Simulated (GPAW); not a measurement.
# [NO2]+ (SMILES O=[N+]=O): a chain of runs

Aim: a structure relaxation (optPBE-vdW/szp(dzp)), then the harmonic vibrations (optPBE-vdW/szp(dzp)) of [NO2]+. Input form: an ASE script.

The calculation is run with GPAW 26.7.0.

1 further run of the same task is left out (set aside as unsound or not needed).

## 1. The molecule

[NO2]+ has 3 atoms, charge +1, and is taken as a singlet. SMILES: `O=[N+]=O`. All atoms were displaced at random from a relaxed shape. The run starts from this shape.

Bond lengths: O1–N2 1.112 Å, N2–O3 1.053 Å. Angles: O1–N2–O3 168.8°.

## 2. A geometry optimisation at optPBE-vdW/szp(dzp) (scalar-relativistic datasets) (run 1)

run.py reads:

```python
from ase import Atoms
from ase.io import write
from ase.optimize import QuasiNewton
from gpaw import GPAW

# Geometry
atoms = Atoms(['O', 'N', 'O'],
    positions=[[ -0.626200,   0.864020,  -0.244246],
               [ -0.008013,   0.007472,   0.104539],
               [  0.600187,  -0.842130,   0.235133]])
atoms.center(vacuum=4.0)

# DFT calculator
calc = GPAW(mode='lcao',
            basis='szp(dzp)',
            h=0.18,
            xc={'name': 'optPBE-vdW', 'backend': 'libvdwxc'},
            charge=1,
            maxiter=120,
            symmetry='off',
            txt='-')
atoms.calc = calc

opt = QuasiNewton(atoms, trajectory='gs.traj')
converged = opt.run(fmax=0.05, steps=40)
print('Converged:', converged)
print(f'Final energy = {atoms.get_potential_energy():.5f} eV')
print(f'r(O2-N1): {atoms.get_distance(2, 1):.4f} Ang')
print(f'r(N1-O0): {atoms.get_distance(1, 0):.4f} Ang')
write('relaxed.xyz', atoms)
```

Run with:

```
$ OMP_NUM_THREADS=1 python run.py
```

Standard output:

```text
__  _  _
 | _ |_)|_||  |
 |__||  | ||/\| - 26.7.0

units:  Angstrom and eV
cores:  1
OpenMP: False

Versions:
  Python: 3.12.14
  ASE:    3.29.0
  Numpy:  2.5.5
  Scipy:  1.18.1
  Libxc:  7.0.0

        _gpaw.cpython-312-aarch64-linux-gnu.so

Input parameters:
  mode=LCAO(),
  basis={'default': 'szp(dzp)'},
  charge=1,
  h=0.18,
  maxiter=120,
  symmetry=Symmetry(point_group=False, time_reversal=False),
  xc=XC(name='optPBE-vdW', backend='libvdwxc')
       .----------------------.
      /|                      |
     / |                      |
    /  |                      |
   /   |                      |
  /    |                      |
 *     |                      |
 |     |                      |
 |     |      O NO            |
 |     |                      |
 |     .----------------------.
 |    /                      /
 |   /                      /
 |  /                      /
 | /                      /
 |/                      /
 *----------------------*

Atoms  # Å, Bohr magnetons
|   | symbol |        x |        y |        z |    initial magnetic moments |
|---|--------|----------|----------|----------|-----------------------------|
| 0 |      O | 4.000000 | 5.706150 | 4.000000 | ( 0.0000,  0.0000,  0.0000) |
| 1 |      N | 4.618187 | 4.849602 | 4.348785 | ( 0.0000,  0.0000,  0.0000) |
| 2 |      O | 5.226387 | 4.000000 | 4.479379 | ( 0.0000,  0.0000,  0.0000) |

Unit cell  # Å
| periodic |        x |        y |        z |  lengths |    angles |
|----------|----------|----------|----------|----------|-----------|
|       no | 9.226387 | 0.000000 | 0.000000 | 9.226387 | 90.000000 |
|       no | 0.000000 | 9.706150 | 0.000000 | 9.706150 | 90.000000 |
|       no | 0.000000 | 0.000000 | 8.479379 | 8.479379 | 90.000000 |

Number of symmetries: 1
Symmetry operations  # r_c * U_cc + t_c -> r_c
|   | kind |            matrix            |
|---|------|------------------------------|
| 0 |  E   |  1, 0, 0,  0, 1, 0,  0, 0, 1 |

BZ-sampling:
  Number of BZ points: 1
  Number of IBZ points: 1

  Monkhorst-Pack size: [1, 1, 1]
  Monkhorst-Pack shift: [0, 0, 0]

K-points  # in reciprocal-cell coordinates
|   |                                coordinates |     weight |
|---|--------------------------------------------|------------|
| 0 | (  0.00000000,   0.00000000,   0.00000000) | 1.00000000 |

basis functions: 27
Spin-components: 1 (collinear spins)
Bands:           12
Projectors:      15
Spin-degeneracy: 2
Datatype:        <class 'float'>

  Storage: CPU
  Wave functions: 2_592 bytes (2_592 per core)

Parallelization:
  kpt:    1
  domain: 1
  band:   1

Density:
  Valence electrons: 17.0
  Components: 1
  Grid points: [52 52 48]
  Charge: 1.0  # |e|

Potential:
  Grid points: [52 52 48]

species:
  O:
    name:    Oxygen
    Z:       8.0
    valence: 6
    core:    2
    charge:  0.0  # [|e|]
    file:    O.PBE.gz
    compensation charges:
      type: gauss
      rc: 0.21  # [Å]
      lmax: 2
    cutoffs:
      filter: 1.17  # [Å]
      core: 0.83  # [Å]
    projectors
    | kind |    occ | energy [eV] | rcut [Å] |
    |------|--------|-------------|----------|
    |   2s |  2.000 |     -23.961 |    0.688 |
    |   2p |  4.000 |      -9.029 |    0.598 |
    |    s |        |       3.251 |    0.688 |
    |    p |        |      18.182 |    0.598 |
    |    d |        |       0.000 |    0.619 |

    LCAO basis set for O:
      Name: szp(dzp)
      File: O.dzp.basis.gz
      Number of radial functions: 3
      Number of spherical harmonics: 9
        l=0, rc=4.3438 Bohr: 2s-sz confined orbital
        l=1, rc=5.3906 Bohr: 2p-sz confined orbital
        l=2, rc=5.3906 Bohr: d-type Gaussian polarization
      Number of RI-basis functions 0

  N:
    name:    Nitrogen
    Z:       7.0
    valence: 5
    core:    2
    charge:  0.0  # [|e|]
    file:    N.PBE.gz
    compensation charges:
      type: gauss
      rc: 0.18  # [Å]
      lmax: 2
    cutoffs:
      filter: 1.11  # [Å]
      core: 0.96  # [Å]
    projectors
    | kind |    occ | energy [eV] | rcut [Å] |
    |------|--------|-------------|----------|
    |   2s |  2.000 |     -18.583 |    0.603 |
    |   2p |  3.000 |      -7.089 |    0.529 |
    |    s |        |       8.629 |    0.603 |
    |    p |        |      20.123 |    0.529 |
    |    d |        |       0.000 |    0.577 |

    LCAO basis set for N:
      Name: szp(dzp)
      File: N.dzp.basis.gz
      Number of radial functions: 3
      Number of spherical harmonics: 9
        l=0, rc=4.8594 Bohr: 2s-sz confined orbital
        l=1, rc=6.0625 Bohr: 2p-sz confined orbital
        l=2, rc=6.0625 Bohr: d-type Gaussian polarization
      Number of RI-basis functions 0

Reference energy: -5563.426107  # eV

eigensolver:
  <gpaw.new.lcao.eigensolver.LCAOEigensolver object at 0xe3b2c9d05b20>
density mixing:
  MSR1-Mixer
  Pratt-step length: 0.05
  Maximum mixing coefficient: 0.75
  Old densities: 10
  SVD Regularization: 0.005
  Good broyden scale: 1.0
  Trust region scale: 1.0
  Backstep threshold: 4.0
  History deletion threshold: 6.0
  Fourier metric: weight=20.0, sigma=0.015

occupation numbers:
  # Zero width

FastPoissonSolver using
    Stencil: 6*3+1=19 point O(h^6) finite-difference Laplacian
    FFT axes: []
    FST axes: [np.int64(2), np.int64(0), np.int64(1)]

xc functional:
  name: vdW-optPBE with libvdwxc
  Mode: serial
  Semilocal: GGA_X_OPTPBE_VDW+LDA_C_PW with 2 nearest neighbor stencil
  Corresponding non-local functional: vdW-DF
  Local blocksize: 104 x 104 x 96
  PAW datasets: PBE
interpolation: tri-quintic # 5. degree polynomial

       .----------------------.
[... 45 lines left out ...]
|   |                                coordinates |     weight |
[... 94 lines left out ...]
Reference energy: -5563.426107  # eV
[... 13 lines left out ...]
  Fourier metric: weight=20.0, sigma=0.015
[... 20 lines left out ...]
convergence criteria:
- Maximum [total energy] change in last 3 cyles: 0.0005 eV / valence electron
[... 14 lines left out ...]
Converged in 9 steps
[... 12 lines left out ...]
  Free energy:      -8.683312
[... 2 lines left out ...]
dipole moment: (4.625256, 4.838156, 4.301133)  # |e|*Ang
[... 61 lines left out ...]
convergence criteria:
- Maximum [total energy] change in last 3 cyles: 0.0005 eV / valence electron
[... 14 lines left out ...]
Converged in 10 steps
[... 12 lines left out ...]
  Free energy:     -10.559366
[... 2 lines left out ...]
dipole moment: (4.599044, 4.874164, 4.280698)  # |e|*Ang
[... 60 lines left out ...]
convergence criteria:
- Maximum [total energy] change in last 3 cyles: 0.0005 eV / valence electron
[... 14 lines left out ...]
Converged in 11 steps
[... 12 lines left out ...]
  Free energy:     -10.347568
[... 2 lines left out ...]
dipole moment: (4.612616, 4.856012, 4.279127)  # |e|*Ang
[... 59 lines left out ...]
convergence criteria:
- Maximum [total energy] change in last 3 cyles: 0.0005 eV / valence electron
[... 14 lines left out ...]
Converged in 10 steps
[... 12 lines left out ...]
  Free energy:     -11.058519
[... 2 lines left out ...]
dipole moment: (4.612266, 4.856007, 4.282905)  # |e|*Ang
[... 60 lines left out ...]
convergence criteria:
- Maximum [total energy] change in last 3 cyles: 0.0005 eV / valence electron
[... 14 lines left out ...]
Converged in 9 steps
[... 12 lines left out ...]
  Free energy:     -11.199693
[... 2 lines left out ...]
dipole moment: (4.615568, 4.853038, 4.282077)  # |e|*Ang
[... 71 lines left out ...]
convergence criteria:
- Maximum [total energy] change in last 3 cyles: 0.0005 eV / valence electron
[... 16 lines left out ...]
Converged in 8 steps
[... 12 lines left out ...]
  Free energy:     -11.267309
[... 2 lines left out ...]
dipole moment: (4.616159, 4.840136, 4.215211)  # |e|*Ang
[... 59 lines left out ...]
convergence criteria:
- Maximum [total energy] change in last 3 cyles: 0.0005 eV / valence electron
[... 15 lines left out ...]
Converged in 7 steps
[... 12 lines left out ...]
  Free energy:     -11.270528
[... 2 lines left out ...]
dipole moment: (4.616480, 4.841997, 4.224131)  # |e|*Ang
[... 60 lines left out ...]
convergence criteria:
- Maximum [total energy] change in last 3 cyles: 0.0005 eV / valence electron
[... 15 lines left out ...]
Converged in 7 steps
[... 12 lines left out ...]
  Free energy:     -11.272386
[... 2 lines left out ...]
dipole moment: (4.617145, 4.843741, 4.231696)  # |e|*Ang
[... 59 lines left out ...]
convergence criteria:
- Maximum [total energy] change in last 3 cyles: 0.0005 eV / valence electron
[... 14 lines left out ...]
Converged in 6 steps
[... 12 lines left out ...]
  Free energy:     -11.272786
[... 2 lines left out ...]
dipole moment: (4.616851, 4.843109, 4.228792)  # |e|*Ang
[... 60 lines left out ...]
convergence criteria:
- Maximum [total energy] change in last 3 cyles: 0.0005 eV / valence electron
[... 15 lines left out ...]
Converged in 7 steps
[... 12 lines left out ...]
  Free energy:     -11.273330
[... 2 lines left out ...]
dipole moment: (4.616526, 4.844010, 4.239294)  # |e|*Ang
[... 59 lines left out ...]
convergence criteria:
- Maximum [total energy] change in last 3 cyles: 0.0005 eV / valence electron
[... 15 lines left out ...]
Converged in 7 steps
[... 12 lines left out ...]
  Free energy:     -11.273539
[... 2 lines left out ...]
dipole moment: (4.616657, 4.843656, 4.235301)  # |e|*Ang
[... 11 lines left out ...]
Gap: 4.697 eV
Transition (v -> c):
  (s=0, k=0, n=7, [0.00, 0.00, 0.00]) -> (s=0, k=0, n=8, [0.00, 0.00, 0.00])
No difference between direct/indirect transitions
vacuum-level: 0.000  # V

Forces  # eV/Ang
|        x |        y |        z |
|----------|----------|----------|
| -0.04745 |  0.04540 |  0.00380 |  # O    0
|  0.03905 | -0.09753 |  0.03809 |  # N    1
| -0.05795 |  0.04603 | -0.03031 |  # O    2

Force computation time: 0.046  # s
BFGSLineSearch:   12[ 22] hh:mm:ss      -11.273539       0.1118
       .----------------------.
      /|                      |
     / |                      |
    /  |                      |
   /   |                      |
  /    |                      |
 *     |                      |
 |     |                      |
 |     |      ON O            |
 |     |                      |
 |     .----------------------.
 |    /                      /
 |   /                      /
 |  /                      /
 | /                      /
 |/                      /
 *----------------------*

Atoms  # Å, Bohr magnetons
|   | symbol |        x |        y |        z |    initial magnetic moments |
|---|--------|----------|----------|----------|-----------------------------|
| 0 |      O | 3.821958 | 5.769267 | 3.978318 | ( 0.0000,  0.0000,  0.0000) |
| 1 |      N | 4.613767 | 4.842708 | 4.237505 | ( 0.0000,  0.0000,  0.0000) |
| 2 |      O | 5.404191 | 3.917492 | 4.497724 | ( 0.0000,  0.0000,  0.0000) |

Unit cell  # Å
| periodic |        x |        y |        z |  lengths |    angles |
|----------|----------|----------|----------|----------|-----------|
|       no | 9.226387 | 0.000000 | 0.000000 | 9.226387 | 90.000000 |
|       no | 0.000000 | 9.706150 | 0.000000 | 9.706150 | 90.000000 |
|       no | 0.000000 | 0.000000 | 8.479379 | 8.479379 | 90.000000 |

Initialization done in: 1.132 s

convergence criteria:
- Maximum [total energy] change in last 3 cyles: 0.0005 eV / valence electron
- Maximum integral of absolute [dens]ity change: 0.0001 electrons / valence electron
- Maximum integral of absolute [eigenst]ate change: 4e-08 eV^2 / valence electron
maximum number of iterations: 120

SCF iterations
|iter     |     time |      energy | eigst |  dens |
|---------|----------|-------------|-------|-------|
|iter:   1| 00:03:11 |  -11.273715c|      c|       |
|iter:   2| 00:03:12 |  -11.273669c|      c| -2.99 |
|iter:   3| 00:03:13 |  -11.273633c|      c| -3.09 |
|iter:   4| 00:03:14 |  -11.273622c|      c| -3.31 |
|iter:   5| 00:03:15 |  -11.273620c|      c| -3.60 |
|iter:   6| 00:03:16 |  -11.273620c|      c| -4.33c|

Converged in 6 steps
SCF loop duration: 5.441 s (0.907 s/step)
Energy contributions relative to reference atoms: (reference = -5563.426107)

Energy contributions:
  Kinetic:        -103.800230
  Coulomb:          92.520897
  Zero:              0.506786
  External:          0.000000
  Xc:               -0.501073
  Entropy:           0.000000
  Spinorbit:         0.000000
  ----------------------------
  Free energy:     -11.273620
  Extrapolated:    -11.273620

dipole moment: (4.613460, 4.842926, 4.237841)  # |e|*Ang

Fermi level: -19.819
Eigenvalues  # (at kpt = [0.000, 0.000, 0.000])
| band index |      eig [eV] | occ [0-2] |
|------------|---------------|-----------|
|          0 |       -44.603 |     2.000 |
|          1 |       -41.857 |     2.000 |
|          2 |       -29.552 |     2.000 |
[... 8 lines of this table left out ...]
|         11 |        -3.613 |     0.000 |

Gap: 4.695 eV
Transition (v -> c):
  (s=0, k=0, n=7, [0.00, 0.00, 0.00]) -> (s=0, k=0, n=8, [0.00, 0.00, 0.00])
No difference between direct/indirect transitions
vacuum-level: 0.000  # V

Forces  # eV/Ang
|        x |        y |        z |
|----------|----------|----------|
|  0.06666 | -0.01557 |  0.01212 |  # O    0
| -0.05807 |  0.03020 | -0.01118 |  # N    1
| -0.01742 | -0.01826 | -0.01424 |  # O    2

Force computation time: 0.046  # s
       .----------------------.
      /|                      |
     / |                      |
    /  |                      |
   /   |                      |
  /    |                      |
 *     |                      |
 |     |                      |
 |     |      ON O            |
 |     |                      |
 |     .----------------------.
 |    /                      /
 |   /                      /
 |  /                      /
 | /                      /
 |/                      /
 *----------------------*

Atoms  # Å, Bohr magnetons
|   | symbol |        x |        y |        z |    initial magnetic moments |
|---|--------|----------|----------|----------|-----------------------------|
| 0 |      O | 3.824963 | 5.770119 | 3.976091 | ( 0.0000,  0.0000,  0.0000) |
| 1 |      N | 4.615278 | 4.843555 | 4.236194 | ( 0.0000,  0.0000,  0.0000) |
| 2 |      O | 5.403770 | 3.916364 | 4.498191 | ( 0.0000,  0.0000,  0.0000) |

Unit cell  # Å
| periodic |        x |        y |        z |  lengths |    angles |
|----------|----------|----------|----------|----------|-----------|
|       no | 9.226387 | 0.000000 | 0.000000 | 9.226387 | 90.000000 |
|       no | 0.000000 | 9.706150 | 0.000000 | 9.706150 | 90.000000 |
|       no | 0.000000 | 0.000000 | 8.479379 | 8.479379 | 90.000000 |

Initialization done in: 1.131 s

convergence criteria:
- Maximum [total energy] change in last 3 cyles: 0.0005 eV / valence electron
- Maximum integral of absolute [dens]ity change: 0.0001 electrons / valence electron
- Maximum integral of absolute [eigenst]ate change: 4e-08 eV^2 / valence electron
maximum number of iterations: 120

SCF iterations
|iter     |     time |      energy | eigst |  dens |
|---------|----------|-------------|-------|-------|
|iter:   1| 00:03:17 |  -11.273705c|      c|       |
|iter:   2| 00:03:18 |  -11.273696c|      c| -3.35 |
|iter:   3| 00:03:19 |  -11.273689c|      c| -3.46 |
|iter:   4| 00:03:20 |  -11.273687c|      c| -3.68 |
|iter:   5| 00:03:21 |  -11.273687c|      c| -4.19c|

Converged in 5 steps
SCF loop duration: 4.357 s (0.871 s/step)
Energy contributions relative to reference atoms: (reference = -5563.426107)

Energy contributions:
  Kinetic:        -103.794610
  Coulomb:          92.517777
  Zero:              0.506524
  External:          0.000000
  Xc:               -0.503378
  Entropy:           0.000000
  Spinorbit:         0.000000
  ----------------------------
  Free energy:     -11.273687
  Extrapolated:    -11.273687

dipole moment: (4.614868, 4.843181, 4.236781)  # |e|*Ang

Fermi level: -19.819
Eigenvalues  # (at kpt = [0.000, 0.000, 0.000])
| band index |      eig [eV] | occ [0-2] |
|------------|---------------|-----------|
|          0 |       -44.605 |     2.000 |
|          1 |       -41.859 |     2.000 |
|          2 |       -29.552 |     2.000 |
[... 8 lines of this table left out ...]
|         11 |        -3.610 |     0.000 |

Gap: 4.696 eV
Transition (v -> c):
  (s=0, k=0, n=7, [0.00, 0.00, 0.00]) -> (s=0, k=0, n=8, [0.00, 0.00, 0.00])
No difference between direct/indirect transitions
vacuum-level: 0.000  # V

Forces  # eV/Ang
|        x |        y |        z |
|----------|----------|----------|
|  0.01819 |  0.01583 |  0.00440 |  # O    0
| -0.01173 | -0.02747 |  0.00793 |  # N    1
| -0.03648 |  0.01460 | -0.02458 |  # O    2

Force computation time: 0.046  # s
BFGSLineSearch:   13[ 24] hh:mm:ss      -11.273687       0.0463
Converged: True
Final energy = -11.27369 eV
r(O2-N1): 1.2450 Ang
r(N1-O0): 1.2453 Ang
```

Run time: 3.4 min. Hardware: 1 thread of Arm Neoverse V2, shared host; peak memory 0.77 GiB.

Steps, from the record of the run:

```csv
step,energy from the first frame kept (eV),largest force (eV/Å)
0,0.0000,23.8632
1,-1.8761,12.8466
2,-2.3752,3.3870
3,-2.5470,1.1122
4,-2.5787,0.1415
5,-2.5808,0.1407
6,-2.5832,0.2805
7,-2.5844,0.0917
8,-2.5849,0.2515
9,-2.5860,0.2094
10,-2.5872,0.1896
11,-2.5895,0.1718
12,-2.5902,0.1118
13,-2.5904,0.0463
```

After the run. Bond lengths: O1–N2 1.245 Å, N2–O3 1.245 Å. Angles: O1–N2–O3 179.9°.

[end of part 1 of 2]
